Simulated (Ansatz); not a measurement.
A calculation on zinc-blende InP returned zone-centre TO phonon frequency 327 cm⁻¹, elastic constant C11 125 GPa, elastic constant C44 55.7 GPa, Voigt–Reuss–Hill shear modulus 42.0 GPa.

For reference: zone-centre TO phonon frequency 307 cm⁻¹ (measured, temperature not stated, no zero-point or thermal correction; as tabulated in Ioffe Institute, NSM Archive: InP, mechanic properties page); elastic constant C11 101 GPa (measured, temperature not stated, not corrected to a static lattice; as tabulated in Oses et al. (2018), arXiv:1811.08464); elastic constant C44 45.6 GPa (measured, temperature not stated, no zero-point or thermal correction; as tabulated in Oses et al. (2018), arXiv:1811.08464).

Which level of theory produced these numbers?
A. r²SCAN (Ansatz, a first-principles code)
B. LC-ωPBE (Ansatz)
C. PBE0 (Ansatz)
D. PBE (Ansatz)

B, LC-ωPBE (Ansatz)

The others give: r²SCAN 296 cm⁻¹, 97.9 GPa, 45.9 GPa, 34.3 GPa; PBE 284 cm⁻¹, 87.0 GPa, 41.4 GPa, 31.3 GPa; PBE0 302 cm⁻¹, 102 GPa, 47.6 GPa, 36.0 GPa.

Unless a cell is named, each level is at its own relaxed cell (LC-ωPBE 24.44, PBE 26.45, PBE0 25.61, r²SCAN 25.76 Å³/atom).

Ansatz's density-functional and Hartree–Fock values are scalar-relativistic unless marked +SOC, with PAW data made under PBE.
